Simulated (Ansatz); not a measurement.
Li2F⁺, relaxed as a quintet with UKS PBE0-D4/def2-TZVP in Ansatz, starting from the PBE0-D4/def2-TZVP geometry of the charge +1 singlet. Force threshold 0.02 eV/Å.

In the quintet geometry the species has come apart into loosely held pieces. At PBE0-D4/def2-TZVP a singlet of charge 1 lies 19.41 eV below the quintet, each at its own geometry. The structure comes from a short search, and lower isomers may exist.

Start:

Cartesian coordinates in Å:
```
Li 0.7468 0.5132 1.3892
Li -0.7468 -0.5133 -1.3892
F 0.0000 0.0000 0.0000
```

```
step  energy (eV)  largest force component (eV/Å)  SCF passes
   1   -3095.8185                           3.925          92
   2   -3097.7031                           2.762          41
   3   -3099.0796                           2.076          39
   4   -3100.1278                           1.598          40
   5   -3100.9306                           1.177          40
   6   -3101.4936                           0.781          40
   7   -3101.8582                           0.511         388
   8   -3101.9978                           0.461         205
   9   -3102.1580                           0.303         331
  10   -3102.2157                           0.237         303
  11   -3102.2772                           0.150          87
  12   -3102.3232                           0.046         115
  13   -3102.3290                           0.011         113
  14   -3102.3293                           0.004          36
```

Force components are those of the run's own axes.

End:

```
atom    x (Å)    y (Å)    z (Å)
 Li1   1.5446   1.0378   2.9824
 Li2  -1.6203  -1.1373  -2.9050
  F3   0.0756   0.0995  -0.0774
```

Bonds lost: Li1–F3, Li2–F3 (atoms count from 1). The end holds 3 separate pieces.

The force fell under the threshold at step 13, but the optimiser went on. No frequencies were taken in this run, so the end may be a saddle point.

Run time 45 s (2 threads of Arm Neoverse V2 on a shared host).
